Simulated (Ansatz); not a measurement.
Reaction (SMILES): O=C=S + 4 [H][H] (H2) → C (CH4) + O (H2O) + S (H2S)
B3LYP-D3(BJ)/def2-TZVP geometries, fixed; electronic energies without zero-point terms.

The energy of full hydrogenation at CCSD(T) with Ansatz (a first-principles code), in kcal/mol, split into its Hartree-Fock and correlation parts. Cores are frozen. No added dispersion term, no relativity. Functions are those of the species that has most.

```csv
basis,X,functions,Hartree-Fock,CCSD(T)
cc-pV(D+d)Z,2,51,-71.16,-54.61
cc-pV(T+d)Z,3,99,-70.01,-61.08
cc-pV(Q+d)Z,4,175,-70.40,-62.97
cc-pV(5+d)Z,5,311,-70.85,-63.38
```

Worked estimate of the basis-set limit from each neighbouring pair, with Hartree-Fock from the larger set and the correlation part extrapolated as X^-3.
Correlation parts: X = 2: 16.55, X = 3: 8.93, X = 4: 7.43, X = 5: 7.47.
- (2,3): (27·(8.93) - 8·(16.55))/19 = 5.72; with Hartree-Fock -70.01 the estimate is -64.29 kcal/mol.
- (3,4): (64·(7.43) - 27·(8.93))/37 = 6.34; with Hartree-Fock -70.40 the estimate is -64.06 kcal/mol.
- (4,5): (125·(7.47) - 64·(7.43))/61 = 7.51; with Hartree-Fock -70.85 the estimate is -63.34 kcal/mol.
The last two estimates differ by 0.73 kcal/mol; the largest set lies 0.04 from the last. Over the last step Hartree-Fock moves by -0.45 and the correlation part by 0.04.
